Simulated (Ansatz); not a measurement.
Input for Ansatz (development build ahead of 0.2.0):

```yaml
crystal:
  periodic: [false, false, false]
  atoms:
    - { symbol: C, position_ang: [0.47222, 0.07133, -0.31038] }
    - { symbol: "N", position_ang: [-0.61089, -0.06146, 0.29646] }
    - { symbol: H, position_ang: [-0.48486, -0.54788, 1.17164] }
    - { symbol: H, position_ang: [0.49322, 0.57755, -1.27478] }
    - { symbol: H, position_ang: [1.4354, -0.29099, 0.05887] }
basis:
  gaussian: { orbitals: def2-SVP }
total_charge: 1
magnetization:
  spin_polarized: true
  initial_magnetization: 1
hamiltonian:
  xc: hf
correlation:
  method: mp2
  frozen_orbitals: { C: 1, H: 0, "N": 1 }
output:
  forces: true
```

The input is written out in the form of the current development build from the run's settings.

Output:

```yaml
Converged: yes
Reference_energy: -93.62117 hartree
Correlation_energy: -0.25100 hartree
Total_energy: -93.87218 hartree
Spin_squared_of_the_determinant: 0.864
Stability_test: minimum
```

Forces (eV/Å):
```
atom      Fx      Fy      Fz
  C1  -2.004   1.252  -1.708
  N2   3.962  -0.642  -0.085
  H3  -2.208  -0.495   1.654
  H4   0.068   0.263  -0.521
  H5   0.182  -0.379   0.660
```

Caution: the unrestricted determinant is spin contaminated.
